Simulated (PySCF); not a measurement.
Atoms are numbered as in `[cH:1]1[n:2][cH:3][nH:4][n:5]1` (H(Xn): hydrogen on atom n).

- geometry from PBE0-D3(BJ)/def2-TZVP
- GIAO B97-2/pcSseg-2 shieldings
- program: PySCF
- a single conformation, no solvent, no relativistic terms

Shifts are taken against calculated references (same method and geometry level): ¹³C (σref 185.38), ¹H (σref 31.64) vs TMS; ¹⁵N (σref 261.75) against NH3.

| atoms | nucleus | count | δ (ppm) |
| --- | --- | --- | --- |
| N5 | ¹⁵N | 1 | 318.3 |
| C3 | ¹³C | 1 | 146.4 |
| H(C1) | ¹H | 1 | 8.11 |
| H(C3) | ¹H | 1 | ? |
| N4 | ¹⁵N | 1 | 220.8 |
| H(N4) | ¹H | 1 | 10.09 |
| C1 | ¹³C | 1 | ? |
| N2 | ¹⁵N | 1 | 285.2 |

Question: Fill in the missing shifts.

Answer: 
- C1: 159.5 ppm, aromatic CH between two ring heteroatoms
- H(C3): 8.13 ppm, hydrogen on an aromatic CH between two ring heteroatoms; the ring current deshields protons in the ring plane

Exchangeable OH/NH protons stand at their gas-phase positions; hydrogen bonding in a real sample shifts them, mostly to higher δ. Shifts are as computed. Against solution values, carbons near 30 ppm lie about +3 ppm off and those near 130 ppm about +7 ppm. Of 1211 compounds with measured shifts, 218 miss one by over three times the rms of a fit or turn the order of signals round; such compounds aren't used in these exercises. Experimental scales use liquid or dissolved standards, which lie at an offset from isolated NH3 (liquid NH3: subtract about 20 ppm). Unscaled 15N shifts of sp2 nitrogen come out 20 to 40 ppm too high even then.
